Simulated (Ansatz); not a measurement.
Wavefunction ladder for hexafluoroethane

```tsv
atom	x (Å)	y (Å)	z (Å)
F1	-0.0358	1.6423	0.5944
C2	-0.4864	0.5970	-0.0839
F3	-1.6856	0.2671	0.3732
F4	-0.5840	0.9203	-1.3652
C5	0.4864	-0.5970	0.0839
F6	0.5829	-0.9212	1.3651
F7	0.0365	-1.6419	-0.5956
F8	1.6860	-0.2666	-0.3718
```

Charge 0, multiplicity 1. Geometry: relaxed with PBE0-D4/def2-TZVP. Frozen core, restricted reference, Ansatz. CBS rows extrapolate triple and quadruple zeta; past MP2 they add the triple-zeta difference.

| basis | HF (Eh) | MP2 corr. |
| --- | --- | --- |
| def2-SVP | -671.84206 | -1.35137 |
| def2-TZVPP | -672.68169 | -1.78930 |
| def2-QZVPP | -672.71046 | -1.95536 |

Task: Estimate the CCSD correlation energy and the (T) correction in each basis where they were run (hartree).

Result: 
```
     basis  CCSD corr.       (T)
  def2-SVP    -1.36957  -0.02717
def2-TZVPP    -1.79357  -0.05709
 CBS(def2)    -2.08263     as TZ
```
